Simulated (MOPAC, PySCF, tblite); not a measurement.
Bond stretch in Cl2, singlet.

Levels of theory: PM7, restricted, heats of formation (MOPAC); GFN2-xTB, 300 K electronic temperature (tblite); UKS-B3LYP/6-31G* = unrestricted B3LYP/6-31G*, spherical d run with PySCF; UCCSD(T) = CCSD(T) on UHF/cc-pVTZ, 10 core orbitals frozen in PySCF.

Energies relative to the lowest point of each curve near equilibrium, in mEh; the last columns give the difference from UCCSD(T):

```json
[
 {"R / Å": "1.60", "PM7": "137.6", "GFN2-xTB": "88.9", "UKS-B3LYP/6-31G*": "138.8", "UCCSD(T)": "129.5", "PM7 − UCCSD(T)": "8.1", "GFN2-xTB − UCCSD(T)": "-40.6", "UKS-B3LYP/6-31G* − UCCSD(T)": "9.3"},
 {"R / Å": "1.68", "PM7": "75.6", "GFN2-xTB": "51.8", "UKS-B3LYP/6-31G*": "79.6", "UCCSD(T)": "72.5", "PM7 − UCCSD(T)": "3.1", "GFN2-xTB − UCCSD(T)": "-20.7", "UKS-B3LYP/6-31G* − UCCSD(T)": "7.1"},
 {"R / Å": "1.80", "PM7": "22.6", "GFN2-xTB": "18.4", "UKS-B3LYP/6-31G*": "28.5", "UCCSD(T)": "24.1", "PM7 − UCCSD(T)": "-1.5", "GFN2-xTB − UCCSD(T)": "-5.7", "UKS-B3LYP/6-31G* − UCCSD(T)": "4.4"},
 {"R / Å": "1.87", "PM7": "7.6", "GFN2-xTB": "7.7", "UKS-B3LYP/6-31G*": "12.7", "UCCSD(T)": "9.7", "PM7 − UCCSD(T)": "-2.1", "GFN2-xTB − UCCSD(T)": "-2.0", "UKS-B3LYP/6-31G* − UCCSD(T)": "3.0"},
 {"R / Å": "1.91", "PM7": "2.9", "GFN2-xTB": "3.8", "UKS-B3LYP/6-31G*": "7.0", "UCCSD(T)": "4.7", "PM7 − UCCSD(T)": "-1.8", "GFN2-xTB − UCCSD(T)": "-0.9", "UKS-B3LYP/6-31G* − UCCSD(T)": "2.3"},
 {"R / Å": "1.98", "PM7": "0.0", "GFN2-xTB": "0.3", "UKS-B3LYP/6-31G*": "1.4", "UCCSD(T)": "0.4", "PM7 − UCCSD(T)": "-0.4", "GFN2-xTB − UCCSD(T)": "-0.1", "UKS-B3LYP/6-31G* − UCCSD(T)": "1.0"},
 {"R / Å": "2.04", "PM7": "1.6", "GFN2-xTB": "0.0", "UKS-B3LYP/6-31G*": "0.0", "UCCSD(T)": "0.0", "PM7 − UCCSD(T)": "1.6", "GFN2-xTB − UCCSD(T)": "0.0", "UKS-B3LYP/6-31G* − UCCSD(T)": "0.0"},
 {"R / Å": "2.08", "PM7": "4.3", "GFN2-xTB": "1.0", "UKS-B3LYP/6-31G*": "0.4", "UCCSD(T)": "1.1", "PM7 − UCCSD(T)": "3.2", "GFN2-xTB − UCCSD(T)": "-0.1", "UKS-B3LYP/6-31G* − UCCSD(T)": "-0.7"},
 {"R / Å": "2.18", "PM7": "14.9", "GFN2-xTB": "6.6", "UKS-B3LYP/6-31G*": "4.8", "UCCSD(T)": "7.1", "PM7 − UCCSD(T)": "7.8", "GFN2-xTB − UCCSD(T)": "-0.4", "UKS-B3LYP/6-31G* − UCCSD(T)": "-2.3"},
 {"R / Å": "2.31", "PM7": "33.4", "GFN2-xTB": "18.6", "UKS-B3LYP/6-31G*": "15.0", "UCCSD(T)": "20.6", "PM7 − UCCSD(T)": "12.8", "GFN2-xTB − UCCSD(T)": "-1.9", "UKS-B3LYP/6-31G* − UCCSD(T)": "-5.6"},
 {"R / Å": "2.44", "PM7": "53.7", "GFN2-xTB": "33.3", "UKS-B3LYP/6-31G*": "27.7", "UCCSD(T)": "36.6", "PM7 − UCCSD(T)": "17.1", "GFN2-xTB − UCCSD(T)": "-3.3", "UKS-B3LYP/6-31G* − UCCSD(T)": "-8.9"},
 {"R / Å": "2.65", "PM7": "84.6", "GFN2-xTB": "57.6", "UKS-B3LYP/6-31G*": "48.0", "UCCSD(T)": "60.3", "PM7 − UCCSD(T)": "24.2", "GFN2-xTB − UCCSD(T)": "-2.8", "UKS-B3LYP/6-31G* − UCCSD(T)": "-12.3"},
 {"R / Å": "2.96", "PM7": "120.1", "GFN2-xTB": "86.4", "UKS-B3LYP/6-31G*": "66.2", "UCCSD(T)": "77.1", "PM7 − UCCSD(T)": "43.0", "GFN2-xTB − UCCSD(T)": "9.3", "UKS-B3LYP/6-31G* − UCCSD(T)": "-10.9"},
 {"R / Å": "3.30", "PM7": "145.6", "GFN2-xTB": "104.2", "UKS-B3LYP/6-31G*": "73.4", "UCCSD(T)": "81.4", "PM7 − UCCSD(T)": "64.1", "GFN2-xTB − UCCSD(T)": "22.7", "UKS-B3LYP/6-31G* − UCCSD(T)": "-8.1"},
 {"R / Å": "3.54", "PM7": "157.4", "GFN2-xTB": "109.0", "UKS-B3LYP/6-31G*": "75.3", "UCCSD(T)": "82.0", "PM7 − UCCSD(T)": "75.4", "GFN2-xTB − UCCSD(T)": "27.1", "UKS-B3LYP/6-31G* − UCCSD(T)": "-6.6"},
 {"R / Å": "3.94", "PM7": "170.0", "GFN2-xTB": "111.7", "UKS-B3LYP/6-31G*": "76.6", "UCCSD(T)": "82.2", "PM7 − UCCSD(T)": "87.9", "GFN2-xTB − UCCSD(T)": "29.5", "UKS-B3LYP/6-31G* − UCCSD(T)": "-5.6"},
 {"R / Å": "4.40", "PM7": "178.9", "GFN2-xTB": "112.2", "UKS-B3LYP/6-31G*": "77.1", "UCCSD(T)": "82.4", "PM7 − UCCSD(T)": "96.5", "GFN2-xTB − UCCSD(T)": "29.8", "UKS-B3LYP/6-31G* − UCCSD(T)": "-5.4"},
 {"R / Å": "4.81", "PM7": "184.6", "GFN2-xTB": "112.4", "UKS-B3LYP/6-31G*": "77.2", "UCCSD(T)": "82.6", "PM7 − UCCSD(T)": "102.0", "GFN2-xTB − UCCSD(T)": "29.8", "UKS-B3LYP/6-31G* − UCCSD(T)": "-5.4"},
 {"R / Å": "5.30", "PM7": "189.9", "GFN2-xTB": "112.5", "UKS-B3LYP/6-31G*": "77.3", "UCCSD(T)": "82.7", "PM7 − UCCSD(T)": "107.2", "GFN2-xTB − UCCSD(T)": "29.8", "UKS-B3LYP/6-31G* − UCCSD(T)": "-5.4"},
 {"R / Å": "5.99", "PM7": "195.7", "GFN2-xTB": "112.5", "UKS-B3LYP/6-31G*": "77.3", "UCCSD(T)": "82.8", "PM7 − UCCSD(T)": "112.9", "GFN2-xTB − UCCSD(T)": "29.8", "UKS-B3LYP/6-31G* − UCCSD(T)": "-5.5"},
 {"R / Å": "6.97", "PM7": "201.9", "GFN2-xTB": "112.6", "UKS-B3LYP/6-31G*": "77.3", "UCCSD(T)": "82.8", "PM7 − UCCSD(T)": "119.1", "GFN2-xTB − UCCSD(T)": "29.8", "UKS-B3LYP/6-31G* − UCCSD(T)": "-5.5"},
 {"R / Å": "7.88", "PM7": "206.3", "GFN2-xTB": "112.6", "UKS-B3LYP/6-31G*": "77.3", "UCCSD(T)": "82.8", "PM7 − UCCSD(T)": "123.5", "GFN2-xTB − UCCSD(T)": "29.8", "UKS-B3LYP/6-31G* − UCCSD(T)": "-5.5"}
]
```

PM7 is furthest from UCCSD(T) at 7.88 (123.5 mEh, above); its mean absolute difference over the points is 46.2 mEh.

GFN2-xTB is furthest from UCCSD(T) at 1.60 (-40.6 mEh, below); its mean absolute difference over the points is 15.7 mEh.

UKS-B3LYP/6-31G* is furthest from UCCSD(T) at 2.65 (-12.3 mEh, below); its mean absolute difference over the points is 5.5 mEh.

The restricted form behind PM7 keeps the bonding electrons paired and can't separate into open-shell fragments. The unrestricted solution behind UKS-B3LYP/6-31G* changes between 2.65 and 2.96 Å, which can leave a kink. The unrestricted determinant behind UKS-B3LYP/6-31G* is spin-contaminated at 2.65 to 7.88 Å (<S²> up to 1.0, against 0.00 for a pure singlet). The unrestricted determinant behind UCCSD(T) is spin-contaminated at 2.18 to 7.88 Å (<S²> up to 1.0, against 0.00 for a pure singlet).
